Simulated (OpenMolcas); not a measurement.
**SiH3O (SMILES [O][SiH3]), step by step**

Aim: the energy (ROHF/STO-3G), then the energy (FCI/STO-3G) of SiH3O. 

The calculation is run with OpenMolcas 26.06.

2 further runs of the same task are left out: 2 set aside as unsound or not needed.

## 1. Starting point

SiH3O: 5 atoms, total charge 0, spin state doublet. As SMILES, `[O][SiH3]`. The Si2–H5 distance was set to 3.740 Å, away from the relaxed value. At this shape a bond of the SMILES string is far longer than usual.

Bond lengths: O1–Si2 1.530 Å, Si2–H3 1.490 Å, Si2–H4 1.494 Å. Angles: O1–Si2–H3 115.3°, O1–Si2–H4 114.5°, H3–Si2–H4 104.6°.

## 2. A single-point energy at ROHF/STO-3G (run 1)

The input, input.xyz:

```xyz
5

O     -2.891214    -1.409346     0.473293
Si    -1.540454    -1.669356    -0.197047
H     -1.595254    -1.919596    -1.664407
H     -0.788714    -2.836456     0.356013
H      0.917210     1.125960     0.164480
```

The input, step1.inp:

```
* H3OSi Hartree-Fock
>>> EXPORT MOLCAS_PRINT=2

&GATEWAY
 BasLib = $CurrDir
 Coord = input.xyz
 Basis = STO-3G
 Group = NoSym

&SEWARD

&SCF
 UHF
 Spin = 2
 PrOrbitals = 1 1

&RASSCF
 FileOrb = $Project.UnaOrb
 Spin = 2
 Nactel = 1 0 0
 Inactive = 12
 Ras2 = 1
 OutOrbitals = Canonical
 OrbListing = Nothing
```

The basis set STO-3G is read from a file made from the Basis Set Exchange's data (not shown).

Run with:

```console
$ export MOLCAS_MEM=1860
$ pymolcas step1.inp > step1.log
```

Log (excerpt; [...] marks lines left out):

```text
--- Start Module: gateway ---
[...]
--- Stop Module: gateway /rc=_RC_ALL_IS_WELL_ ---
[...]
      Basis functions           17
[...]
--- Start Module: scf ---
[...]
       Convergence after  14 Iterations
[...]
::    Total SCF energy                               -360.9535646346
[...]
      Total spin, S                                     0.5000016055
[...]
--- Stop Module: scf /rc=_RC_ALL_IS_WELL_ ---
--- Start Module: rasscf ---
[...]
      Number of active orbitals                  1
[...]
      Spin quantum number                      0.5
[...]
      Active orbitals                            1
[...]
      Number of CSFs                             1
[...]
      Number of root(s) required                 1
[...]
      Convergence after  8 iterations
[...]
      printout of CI-coefficients larger than  0.05 for root  1
      energy=    -360.953565
      conf/sym  1     Coeff  Weight
             1  u   1.00000 1.00000
      Natural orbitals and occupation numbers for root  1
      sym 1:   1.000000
      ************************************************************************************************************************
      *                                                    Final results                                                     *
[...]
::    RASSCF root number  1 Total energy:   -360.95356481
[...]
      Total electronic charge=   25.000000
      Total            charge=   -0.000000
[...]
      Dipole Moment (debye):
      Origin of the operator (angstrom)=   -1.9325   -1.5513    0.0192
                   X=  1.9545E+00               Y=  2.0555E-01               Z= -7.3133E-01           Total=  2.0969E+00
      Quadrupole Moment (debye*angstrom):
[...]
--- Stop Module: rasscf /rc=_RC_ALL_IS_WELL_ ---
[...]
```

It took 2.1 s on 1 thread of Arm Neoverse V2, shared host; peak memory 0.37 GiB.

## 3. A single-point energy at FCI/STO-3G (run 2)

input.xyz is that of step 2.

The input, step2.inp:

```
&GATEWAY
 BASLIB
 $CurrDir
 COORD
 input.xyz
 BASIS
 STO-3G
 GROUP
 NoSym

&SEWARD

&RASSCF
 FILEORB
 $CurrDir/step1.RasOrb
 SPIN
 2
 NACTEL
 13 0 0
 INACTIVE
 6
 RAS2
 11
 CIROOT
 3 3 1
 ORBLISTING
 Nothing
 ORBAPPEAR
 Compact
 CIONLY
```

The basis set STO-3G is read from a file made from the Basis Set Exchange's data (not shown).

Run with:

```console
$ export MOLCAS_MEM=1860
$ pymolcas step2.inp > step2.log
```

Log (excerpt; [...] marks lines left out):

```text
--- Start Module: gateway ---
[...]
--- Stop Module: gateway /rc=_RC_ALL_IS_WELL_ ---
--- Start Module: seward ---
[...]
      Basis functions           17
--- Stop Module: seward /rc=_RC_ALL_IS_WELL_ ---
--- Start Module: rasscf ---
[...]
      Number of active orbitals                 11
[...]
      Spin quantum number                      0.5
[...]
      Active orbitals                           11
[...]
      Number of CSFs                         76230
[...]
      Number of root(s) required                 3
[...]
      printout of CI-coefficients larger than  0.05 for root  1
      energy=    -361.108654
      conf/sym  11111111111     Coeff  Weight
             1  222222u0000   0.92103 0.84829
            58  222u22ud000  -0.05694 0.00324
           157  222220u2000   0.26354 0.06946
           161  222220uud00  -0.05598 0.00313
           266  222u2duu00d  -0.05424 0.00294
[...]
      Natural orbitals and occupation numbers for root  1
      sym 1:   1.997673   1.981670   1.986853   1.964451   1.960138   1.812647   1.000044   0.197084   0.040564   0.034072
               0.024805
      Natural orbitals and occupation numbers for root  2
      sym 1:   1.998206   1.984448   1.959373   1.968912   1.007239   1.983136   1.076445   0.932406   0.037085   0.029449
               0.023300
      Natural orbitals and occupation numbers for root  3
      sym 1:   1.998748   1.982686   1.959718   1.968719   1.004309   1.990305   0.980581   1.025998   0.036788   0.030379
               0.021767
[...]
::    RASSCF root number  1 Total energy:   -361.10865360
::    RASSCF root number  2 Total energy:   -361.03542277
::    RASSCF root number  3 Total energy:   -361.02018657
[...]
      Total electronic charge=   25.000000
      Total            charge=   -0.000000
[...]
      Dipole Moment (debye):
      Origin of the operator (angstrom)=   -1.9325   -1.5513    0.0192
                   X=  7.7788E-01               Y=  2.2895E-01               Z= -2.3632E-01           Total=  8.4461E-01
      Quadrupole Moment (debye*angstrom):
[...]
--- Stop Module: rasscf /rc=_RC_ALL_IS_WELL_ ---
[...]
```

It took 17 s on 1 thread of Arm Neoverse V2, shared host; peak memory 0.37 GiB.

The roots found:

| excited state | energy (eV) |
| --- | --- |
| 1 | 1.993 |
| 2 | 2.407 |

## 4. Outcome

```
                                                            quantity          value
                                    run 1, ROHF/STO-3G: total energy  -360.95356 Eh
                                   run 1, ROHF/STO-3G: dipole moment         2.10 D
                                     run 2, FCI/STO-3G: total energy  -361.10865 Eh
run 2, FCI/STO-3G: lowest excitation energy within this active space        1.99 eV
```

In words: Mulliken charges (run 1, ROHF/STO-3G) run from -0.40 on O1 to +0.72 on Si2; they depend strongly on the basis. Excitation energies in a minimal basis are rough.
